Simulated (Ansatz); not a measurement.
A nudged elastic band was laid between two geometries of CH$_{4}$O$_{2}$S (8 atoms, charge 0, multiplicity 1).

Computed with RHF/def2-SVP (Ansatz 0.2.0).

* movable images: 7
* climbing image: yes
* spring: 5.0 eV/Å²
* optimiser: quadratic models (default)
* start path: through a guess of the saddle point
* force threshold: 0.05 eV/Å
* iteration limit: 60
* end points: relaxed

Image 0:

```xyz
8
Properties=species:S:1:pos:R:3
O 0.495 0.994 -0.864
C 0.178 0.745 0.453
S 0.400 -0.973 0.957
O -0.689 -1.659 -0.095
H -0.168 0.615 -1.420
H -0.850 1.031 0.682
H 0.849 1.318 1.091
H -0.214 -2.071 -0.803
```

Image 8:

```xyz
8
Properties=species:S:1:pos:R:3
O 0.326 1.180 -0.932
C 0.095 0.687 0.332
S -0.978 -0.758 0.407
O -0.065 -1.877 -0.392
H -0.491 1.273 -1.400
H -0.410 1.408 0.986
H 1.060 0.449 0.772
H 0.462 -2.363 0.226
```

**Question.** Which bonds break or form, and what moves?

**Answer.** No bond is made or broken. The dihedral O1–C2–S3–O4 goes from -61 to 65°.

**Question.** What energy profile does the band end with?

**Answer.** It converged. The highest image is number 4 of 0 to 8, 3.9 kcal/mol above the first end and 3.4 kcal/mol above the last; the last end lies 0.5 kcal/mol above the first. A vibrational analysis at the climbing image gives one clearly imaginary mode, 146i cm⁻¹: a first-order saddle point.

```csv
image,path coordinate (Å),energy (kcal/mol),dihedral O1–C2–S3–O4 (°)
0,0.00,0.0,-61
1,0.39,0.4,-47
2,0.77,1.7,-31
3,1.16,3.2,-13
4,1.54,3.9,5
5,1.96,3.2,25
6,2.37,1.9,41
7,2.79,0.9,53
8,3.20,0.5,65
```

**Question.** What is the geometry of the highest image?

**Answer.** 
```xyz
8
Properties=species:S:1:pos:R:3
O 0.279 0.870 -0.885
C 0.153 0.770 0.477
S -0.458 -0.899 1.006
O -0.465 -1.675 -0.453
H -0.489 0.522 -1.314
H -0.548 1.496 0.894
H 1.132 0.940 0.916
H 0.396 -2.023 -0.641
```

**Question.** What are the harmonic wavenumbers there?

**Answer.** 146i, 265, 302, 488, 507, 720, 877, 1035, 1251, 1272, 1278, 1437, 1515, 1647, 3198, 3292, 4152, 4162 cm⁻¹.

Run time: 29 s on 1 thread of AMD EPYC 9R45 96-Core Processor (Zen 5) (shared host), peak memory 0.17 GiB.
